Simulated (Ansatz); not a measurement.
## Relaxing SnMo

Computed with Ansatz 0.2.0, DFT PBE, scalar-relativistic, plane waves, PAW. Cutoff 420 eV, Γ-centred k mesh, Gaussian smearing, no spin polarisation in the final step.

SnMo was placed on the zinc blende structure type (F-43m, No. 216), with Sn in place of Zn, Mo in place of S, at a guessed volume.

```
CELL_PARAMETERS angstrom
0.00000 2.82683 2.82683
2.82683 0.00000 2.82683
2.82683 2.82683 0.00000
ATOMIC_POSITIONS crystal
Sn 0.00000 0.00000 0.00000
Mo 0.75000 0.75000 0.75000
```

Steps on the 6×6×6 mesh (2 atoms). 5 of 6 steps are shown, and the free energy counts from the last. Trial steps that were taken back and renewals of the plane-wave basis can be among the rows.

| step | ΔF (meV/atom) | V (Å³/atom) | P (GPa) |
| --- | --- | --- | --- |
| 1 | 516.7 | 22.59 | 31.18 |
| 2 | 94.7 | 26.06 | 10.28 |
| 3 | 11.7 | 28.18 | 2.84 |
| 4 | 2.9 | 29.08 | 0.44 |
| 6 | 0.0 | 29.26 | 0.08 |

A final relaxation ran on a 16×16×16 mesh. The relaxed crystal, F-43m (No. 216):

Space group F-43m (No. 216). a = 6.166 Å, b = 6.166 Å, c = 6.166 Å, α = 90.00°, β = 90.00°, γ = 90.00°
```json
{"atom": "Sn", "site": "4a", "symmetry": "-43m", "x": "0.0000", "y": "0.0000", "z": "0.0000"}
{"atom": "Mo", "site": "4c", "symmetry": "-43m", "x": "0.2500", "y": "0.2500", "z": "0.2500"}
```

* Volume per atom: 29.31 Å³
* Density: 6.08 g/cm³
* Energy over the elements: 1.77 eV/atom
* Gap on the 16×16×16 mesh: 0 eV (a metal)

Formation energies are uncorrected and refer to the elements' standard structures at the same level.

The final run used a 16×16×16 mesh on its 2-atom cell and 0.10 eV smearing. For metals, differences of a few meV/atom aren't resolved.

Symmetry constrained the relaxation, so the result can be a saddle point.

Cost: 3 runs of about 1.2 core-minutes in all, on Arm Neoverse V1 (shared hosts).